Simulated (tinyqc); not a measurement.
Stretching all distances: RHF, UHF, MP2, CISD and CCSD against full CI in the sto-3g basis, for BH3, spin multiplicity 1. Computed by the program tinyqc with PySCF. All coordinates are multiplied by the scale. c0^2 is the weight of the RHF determinant in the lowest singlet FCI state (UHF is spin-contaminated and may lie near states of higher spin) and n(LUMO) the first natural occupation beyond the occupied space.

Geometry (angstrom):

| atom | x | y | z |
|---|---|---|---|
| B | 0.0000 | 0.0000 | 0.0140 |
| H | 1.1380 | 0.0000 | 0.0000 |
| H | -0.5690 | 0.9860 | 0.0000 |
| H | -0.5690 | -0.9860 | 0.0000 |

Full CI energy (hartree) and errors against it (kcal/mol):

| scale | distance 1-2 (angstrom) | E(FCI) | RHF | UHF | MP2 | CISD | CCSD | <S^2> UHF | c0^2 | n(LUMO) |
|---|---|---|---|---|---|---|---|---|---|---|
| 0.9600 | 1.0926 | -26.106346 | 28.5370 | 28.5370 | 8.5391 | 0.5889 | 0.1766 | 0.0000 | 0.9753 | 0.0148 |
| 1.1300 | 1.2860 | -26.106974 | 39.4973 | 39.4973 | 12.9692 | 1.2864 | 0.3352 | 0.0000 | 0.9576 | 0.0299 |
| 1.4800 | 1.6844 | -25.906838 | 78.7169 | 78.7169 | 30.2477 | 6.8905 | 1.9885 | 0.0000 | 0.8680 | 0.1207 |
| 1.6600 | 1.8892 | -25.794506 | 109.8276 | 87.3000 | 45.2513 | 14.8965 | 5.1516 | 1.1637 | 0.7735 | 0.2366 |
| 1.8300 | 2.0827 | -25.710571 | 146.5145 | 69.6209 | 63.9147 | 27.6632 | 11.4206 | 1.7148 | 0.6457 | 0.4180 |

Estimate the missing row, scale = 1.31.

Computed row:
```
scale   distance 1-2 (angstrom)      E(FCI)      RHF      UHF      MP2    CISD    CCSD  <S^2> UHF    c0^2  n(LUMO)
1.3100                   1.4909  -26.017801  56.4703  56.4703  20.1950  3.0900  0.8015     0.0000  0.9236   0.0619
```

UHF parts from RHF first at scale 1.66 of those listed, where <S^2> leaves zero. The weight c0^2 goes from 0.98 to 0.65 and n(LUMO) from 0.01 to 0.42: static correlation grows as the bonds break into open-shell fragments. The spread of the error along the curve, which distorts its shape, is CCSD 11.2, CISD 27.1, MP2 55.4, UHF 58.8, RHF 118.0 kcal/mol. The table stops here: at scale 2 and beyond, the reference weight falls under 0.45 or RHF, UHF or CCSD hop between solutions, so those rows were left out and the spreads given cover only the rows shown. As computed, partly on other solutions, the errors there reach in size RHF 269, UHF 51, MP2 100, CISD 86, CCSD 53 kcal/mol.
